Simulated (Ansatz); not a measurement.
# FSi2: the cost of one run

Computed with Ansatz 0.2.0, Gaussian basis. Level: def2-QZVPP, core rule «outside noble gas», up to 11 orbitals frozen.

The runs, in order: UHF; ROHF; CCSD(T) on UHF.

### 1 The system

The geometry is a PBE0/def2-TZVP stationary point (not a proven minimum) of the parent state, kept for this charge and spin.

3 atoms, charge 1, spin multiplicity 5.

Atoms are counted from 1 here; the program's logs count them from 0.

Bond lengths: F1–Si2 1.608 Å, Si2–Si3 2.332 Å. Angles: F1–Si2–Si3 112.2°.

### 2 UHF

in.yaml reads:

```yaml
crystal:
  periodic: [false, false, false]
  atoms:
    - {symbol: F, position_ang: [0.000000, -0.606197, 1.621189]}
    - {symbol: Si, position_ang: [0.000000, 0.594494, 0.550881]}
    - {symbol: Si, position_ang: [0.000000, -0.184433, -1.647532]}
basis:
  gaussian: {orbitals: "def2-QZVPP.json"}
total_charge: 1
magnetization: {spin_polarized: true, initial_magnetization: 4}
hamiltonian: {xc: hf}
output: {orbitals: {seedname: orbitals}}
```

Command:

```sh
ansatz run in.yaml --threads 1 --pin off --events-out ev --progress --plain --max-ram 2393MiB
```

**Question.** How long does this run take on 1 thread of Arm Neoverse V1, shared host, and how much memory does it need?

About 20 s, with a peak of 0.55 GiB.
